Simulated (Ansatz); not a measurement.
One change: `C/N=C(/O)Cl` becomes `C/N=C/Cl`.

Ansatz, PBE0-D4/def2-TZVP geometries, multiplicity 1. Each molecule was computed in one conformer, which needn't be the lowest.

```
                                        property  `C/N=C(/O)Cl`
           LUMO energy (ωB97M-V/def2-TZVPP) / eV           2.36
               HOMO energy (PBE/def2-TZVPP) / eV          -6.57
           HOMO energy (ωB97M-V/def2-TZVPP) / eV         -10.14
         HOMO–LUMO gap (ωB97M-V/def2-TZVPP) / eV          12.50
             HOMO energy (B3LYP/def2-TZVPP) / eV          -7.67
size of the dipole moment (B3LYP/def2-TZVPP) / D           1.15
```

Q: What does the change do to each property? (Best estimate.)

A: Computed: 
| property | `C/N=C/Cl` | shift |
| --- | --- | --- |
| LUMO energy (ωB97M-V/def2-TZVPP) / eV | 1.73 | -0.63 |
| HOMO energy (PBE/def2-TZVPP) / eV | -6.49 | 0.08 |
| HOMO energy (ωB97M-V/def2-TZVPP) / eV | -10.37 | -0.23 |
| HOMO–LUMO gap (ωB97M-V/def2-TZVPP) / eV | 12.10 | -0.40 |
| HOMO energy (B3LYP/def2-TZVPP) / eV | -7.77 | -0.10 |
| size of the dipole moment (B3LYP/def2-TZVPP) / D | 2.38 | 1.23 |

With PBE0 the HOMO falls by 0.11 eV and the LUMO falls by 0.87 eV, so the gap narrows by about 0.76 eV. PBE moves the HOMO by 0.08 eV and ωB97M-V by -0.23 eV. The zero-point energy changes by -14.6 kJ/mol with -3 modes. Dipoles are sizes alone; their direction can turn.

B3LYP here is the variant with VWN-RPA as its local correlation; programs differ in this.
